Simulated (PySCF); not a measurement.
Process, species as SMILES: C#N (CH-N) + H+ → C#[NH+]
B3LYP-D3(BJ)/def2-TZVP geometries, fixed; electronic energies without zero-point terms; positive where energy is released.
Largest species:
```xyz
4

C      0.0000     0.0000    -0.5980
N      0.0000     0.0000     0.5315
H      0.0000     0.0000    -1.6793
H      0.0000     0.0000     1.5473
```
Charge +1, spin multiplicity 1.

How fast the proton affinity converges with the basis for several methods (PySCF): deviation from each method's own reference, in kcal/mol. References: HF 180.22 kcal/mol, the value in aug-cc-pVQZ; M06-2X 174.77 kcal/mol, the value in aug-cc-pVQZ; PBE 175.58 kcal/mol, the value in aug-cc-pVQZ. All functions are spherical. Density fitting with generated auxiliary sets. The proton sits at the site shown, which need not be the one that binds it best. No added dispersion term, no relativity. 

```json
[
 {"basis": "cc-pVDZ", "functions": "38", "HF": "-1.53", "M06-2X": "-0.91", "PBE": "…"},
 {"basis": "6-31G**", "functions": "38", "HF": "0.71", "M06-2X": "1.82", "PBE": "…"},
 {"basis": "6-311G**", "functions": "48", "HF": "-0.62", "M06-2X": "-0.59", "PBE": "…"},
 {"basis": "def2-TZVPPD", "functions": "108", "HF": "-0.10", "M06-2X": "-0.06", "PBE": "…"},
 {"basis": "6-311++G(3df,3pd)", "functions": "114", "HF": "-0.35", "M06-2X": "-0.75", "PBE": "…"},
 {"basis": "aug-pcseg-2", "functions": "138", "HF": "0.20", "M06-2X": "-0.04", "PBE": "…"},
 {"basis": "cc-pVQZ", "functions": "170", "HF": "0.05", "M06-2X": "0.11", "PBE": "…"},
 {"basis": "def2-QZVPPD", "functions": "192", "HF": "0.04", "M06-2X": "-0.16", "PBE": "…"}
]
```

What belongs in the gaps?


- cc-pVDZ, PBE: -0.25
- 6-31G**, PBE: 2.47
- 6-311G**, PBE: 0.29
- def2-TZVPPD, PBE: -0.01
- 6-311++G(3df,3pd), PBE: -0.24
- aug-pcseg-2, PBE: -0.04
- cc-pVQZ, PBE: 0.18
- def2-QZVPPD, PBE: 0.00

Mean absolute deviation over 6-311G**, def2-TZVPPD, 6-311++G(3df,3pd), aug-pcseg-2: PBE 0.14, HF 0.32, M06-2X 0.36 kcal/mol.
